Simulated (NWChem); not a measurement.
# C2H4F2 (1,1-difluoroethane): levels of theory compared

We compute a comparison of 4 runs (HF/STO-3G, HF/3-21G, B3LYP/6-31G*) of C2H4F2 (1,1-difluoroethane). 

The results are computed with NWChem 7.3.0.

## (1) The system as given

C2H4F2 has 8 atoms, charge 0, and is taken as a singlet. SMILES: `CC(F)F`. The coordinates come from a PBE0-D4/def2-TZVP relaxation.

Bond lengths: C1–C2 1.497 Å, C2–F3 1.361 Å, C2–F4 1.361 Å, C1–H5 1.091 Å, C1–H6 1.091 Å, C1–H7 1.090 Å, C2–H8 1.095 Å. Some angles: C1–C2–F3 110.3°, C1–C2–F4 110.3°, F3–C2–F4 107.0°, C1–C2–H8 114.0°, F3–C2–H8 107.5°, F4–C2–H8 107.5°, C2–C1–H5 109.4°, C2–C1–H6 109.9°, C2–C1–H7 109.9°, H5–C1–H6 109.3°.

## (2) Energy and forces at HF/STO-3G (run 1)

The input, c2h4f2.nw:

```
start c2h4f2
memory total 2200 mb
charge 0

geometry units angstroms noautosym nocenter noautoz
  C     0.003300    0.777600    0.023300
  C    -0.052000   -0.718200   -0.008200
  F     0.925500   -1.243400    0.779100
  F     0.168200   -1.172100   -1.271900
  H     0.981400    1.111900   -0.325400
  H    -0.157200    1.132800    1.041800
  H    -0.771000    1.190600   -0.624000
  H    -1.006100   -1.136400    0.329500
end

basis "ao basis" spherical bse
  C library STO-3G
  F library STO-3G
  H library STO-3G
end

scf
  thresh 1e-08
  maxiter 80
  noprint "final vectors analysis"
end

task scf gradient
```

Run with:

```sh
$ nwchem c2h4f2.nw > c2h4f2.out
```

Standard output:

```text
[...]
  functions       =    24
[...]
  wavefunction    = RHF
[...]
         Total SCF energy =   -273.211936933927
      One-electron energy =   -644.621474045492
      Two-electron energy =    238.698945578564
 Nuclear repulsion energy =    132.710591533000
        Time for solution =      0.6s
[...]
                         RHF ENERGY GRADIENTS
    atom               coordinates                        gradient
                 x          y          z           x          y          z
   1 C       0.006236   1.469451   0.044031    0.005275  -0.046827  -0.003664
   2 C      -0.098266  -1.357201  -0.015496    0.003673   0.031738  -0.000151
   3 F       1.748941  -2.349685   1.472286   -0.020868   0.010148  -0.017504
   4 F       0.317852  -2.214948  -2.403542   -0.004265   0.008561   0.027349
   5 H       1.854577   2.101186  -0.614917    0.004923   0.000191  -0.001791
   6 H      -0.297065   2.140682   1.968717   -0.001188  -0.000295   0.005020
   7 H      -1.456979   2.249908  -1.179189   -0.004125  -0.000036  -0.003014
   8 H      -1.901253  -2.147485   0.622665    0.016575  -0.003481  -0.006245
[...]
```

Run time: 1.4 s. Hardware: 1 thread of Intel Xeon Platinum 8488C (Sapphire Rapids), shared host; peak memory 0.099 GiB.

## (3) Energy and gradient at HF/3-21G (run 2)

The input, c2h4f2.xyz:

```xyz
8

C      0.003300     0.777600     0.023300
C     -0.052000    -0.718200    -0.008200
F      0.925500    -1.243400     0.779100
F      0.168200    -1.172100    -1.271900
H      0.981400     1.111900    -0.325400
H     -0.157200     1.132800     1.041800
H     -0.771000     1.190600    -0.624000
H     -1.006100    -1.136400     0.329500
```

The input, c2h4f2.nw:

```
start c2h4f2
memory total 2200 mb

geometry units angstrom noautosym nocenter noautoz
 load format xyz c2h4f2.xyz
end

basis "ao basis" spherical bse
 * library 3-21G
end

scf
 thresh 1e-08
 maxiter 80
 print medium
end

task scf gradient
```

Run with:

```sh
$ nwchem c2h4f2.nw > c2h4f2.out
```

Standard output:

```text
[...]
  functions       =    44
[...]
  wavefunction    = RHF
[...]
         Total SCF energy =   -275.442361195548
      One-electron energy =   -644.962668599137
      Two-electron energy =    236.809715870589
 Nuclear repulsion energy =    132.710591533000
        Time for solution =      1.1s
[...]
                         RHF ENERGY GRADIENTS
    atom               coordinates                        gradient
                 x          y          z           x          y          z
   1 C       0.006236   1.469451   0.044031    0.002366  -0.008712  -0.001242
   2 C      -0.098266  -1.357201  -0.015496    0.025017   0.005127  -0.008979
   3 F       1.748941  -2.349685   1.472286   -0.013068   0.003783  -0.011302
   4 F       0.317852  -2.214948  -2.403542   -0.002511   0.002773   0.017219
   5 H       1.854577   2.101186  -0.614917    0.006178   0.002122  -0.002189
   6 H      -0.297065   2.140682   1.968717   -0.001843   0.001992   0.006613
   7 H      -1.456979   2.249908  -1.179189   -0.005615   0.002339  -0.003675
   8 H      -1.901253  -2.147485   0.622665   -0.010524  -0.009425   0.003555
[...]
```

Run time: 2 s. Hardware: 1 thread of Intel Xeon Platinum 8488C (Sapphire Rapids), shared host; peak memory 0.099 GiB.

## (4) Energy and forces at B3LYP/6-31G(d) (Cartesian functions) (run 3)

The input, calc.nw:

```
echo
start calc
title "C2H4F2"
memory 2200 mb
charge 0

geometry units bohr noautosym nocenter noautoz
   C   0.00623610  1.46945103  0.04403062
   C  -0.09826576 -1.35720130 -0.01549575
   F   1.74894153 -2.34968546  1.47228562
   F   0.31785193 -2.21494799 -2.40354266
   H   1.85457722  2.10118648 -0.61491688
   H  -0.29706495  2.14068175  1.96871668
   H  -1.45697884  2.24990792 -1.17918910
   H  -1.90125345 -2.14748477  0.62266476
end

basis "ao basis"
   C library 6-31G*
   F library 6-31G*
   H library 6-31G*
end

dft
   xc b3lyp
   grid xfine
   convergence energy 1e-08
   iterations 100
   mulliken
   print low
end

task dft gradient
```

Run with:

```sh
$ nwchem calc.nw > calc.out
```

Standard output:

```text
[...]
 d= 0,ls=0.0,diis     1   -278.1985180100 -4.11D+02  1.92D-02  9.92D-01     2.4
[...]
 d= 0,ls=0.0,diis     8   -278.3012984678  3.64D-09  5.16D-06  3.25D-07    18.8
         Total DFT energy =     -278.301298467751
      One electron energy =     -647.402594356024
           Coulomb energy =      269.712668223798
    Exchange-Corr. energy =      -33.321954361337
 Nuclear repulsion energy =      132.710582025812
[...]
                         DFT ENERGY GRADIENTS
    atom               coordinates                        gradient
                 x          y          z           x          y          z
   1 C       0.006236   1.469451   0.044031    0.000869  -0.003018  -0.000487
   2 C      -0.098266  -1.357201  -0.015496    0.004618   0.003984  -0.001506
   3 F       1.748942  -2.349685   1.472286   -0.006366   0.002145  -0.006561
   4 F       0.317852  -2.214948  -2.403543   -0.000533   0.001586   0.009190
   5 H       1.854577   2.101186  -0.614917   -0.001737  -0.000812   0.000624
   6 H      -0.297065   2.140682   1.968717    0.000056  -0.001551  -0.001877
   7 H      -1.456979   2.249908  -1.179189    0.001254  -0.001676   0.001321
   8 H      -1.901253  -2.147485   0.622665    0.001839  -0.000658  -0.000704
 Task  times  cpu:       22.3s     wall:       22.3s
 Total times  cpu:       22.3s     wall:       22.3s
```

Run time: 23 s. Hardware: 1 thread of Intel Xeon Platinum 8488C (Sapphire Rapids), shared host; peak memory 0.14 GiB.

## (5) Energy and gradient at B3LYP/6-31G(d) (spherical functions) (run 4)

Edit c2h4f2.xyz of step 3 so:

```diff
@@ -1,3 +1,3 @@
 8
-
+C2H4F2 gradient
 C      0.003300     0.777600     0.023300
```

The input, c2h4f2.nw:

```
start c2h4f2
title "C2H4F2 gradient"
memory stack 880 mb heap 220 mb global 1100 mb

geometry noautosym nocenter noautoz
 load c2h4f2.xyz
end

basis spherical bse
 * library 6-31G*
end

dft
 xc b3lyp
 grid xfine
 convergence energy 1e-08
 maxiter 100
 mulliken
 noprint "final vectors analysis"
end

task dft gradient
```

Run with:

```sh
$ nwchem c2h4f2.nw > c2h4f2.out
```

Standard output:

```text
[...]
          Wavefunction type:  closed shell.
          No. of atoms     :     8
          No. of electrons :    34
[...]
          Charge           :     0
          Spin multiplicity:     1
[...]
          AO basis - number of functions:    64
[...]
              XC Information
              --------------
                         B3LYP Method XC Potential
                     Hartree-Fock (Exact) Exchange  0.200
                        Slater Exchange Functional  0.800 local
                    Becke 1988 Exchange Functional  0.720 non-local
              Lee-Yang-Parr Correlation Functional  0.810
                  VWN I RPA Correlation Functional  0.190 local
[...]
 d= 0,ls=0.0,diis     1   -278.1968538935 -4.11D+02  1.78D-02  9.18D-01     2.8
[...]
 d= 0,ls=0.0,diis     8   -278.2978870288  3.05D-09  4.82D-06  2.60D-07    17.1
         Total DFT energy =     -278.297887028810
      One electron energy =     -647.438952511744
           Coulomb energy =      269.780677840156
    Exchange-Corr. energy =      -33.350203890223
 Nuclear repulsion energy =      132.710591533000
[...]
      Total Density - Mulliken Population Analysis
     ---------------------------------------------
    Atom       Charge   Shell Charges
 -----------   ------   -------------------------------------------------------
    1 C    6     6.51   2.00  0.68  2.16  0.63  1.01  0.03
    2 C    6     5.47   2.00  0.70  1.91  0.32  0.43  0.11
    3 F    9     9.32   2.00  0.93  3.31  1.03  2.02  0.02
    4 F    9     9.32   2.00  0.93  3.31  1.03  2.02  0.02
    5 H    1     0.82   0.52  0.30
    6 H    1     0.84   0.53  0.31
    7 H    1     0.84   0.53  0.31
    8 H    1     0.89   0.55  0.34
[...]
  wavefunction    = closed shell
[...]
```

Wall time 22 s (1 thread of Intel Xeon Platinum 8488C (Sapphire Rapids), shared host); peak memory 0.13 GiB.

## (6) The series

| run | level | Cartesian functions | iteration cap | energy (Eh) | dipole moment (D) | largest force (eV/Å) | wall time |
| --- | --- | --- | --- | --- | --- | --- | --- |
| 1 | HF/STO-3G | no | 80 | -273.211937 | 1.50 | 2.430 | 1.4 s |
| 2 | HF/3-21G | no | 80 | -275.442361 | 2.59 | 1.392 | 2 s |
| 3 | B3LYP/6-31G* (Cartesian functions) | yes | 100 | -278.301298 | – | 0.483 | 23 s |
| 4 | B3LYP/6-31G* (spherical functions) | no | 100 | -278.297887 | 1.94 | 0.464 | 22 s |

## (7) Results

| quantity | value |
| --- | --- |
| run 4: total energy | -278.29789 Eh |
| run 4: dipole moment | 1.94 D |
| run 4: largest force on an atom | 0.464 eV/Å |

Over runs 1, 2, 4 the dipole moment (its size) runs from 1.50 D (HF/STO-3G) to 2.59 D (HF/3-21G). In run 1 the basis is minimal, so the values are rough. All runs together took 49 s, the longest 23 s.
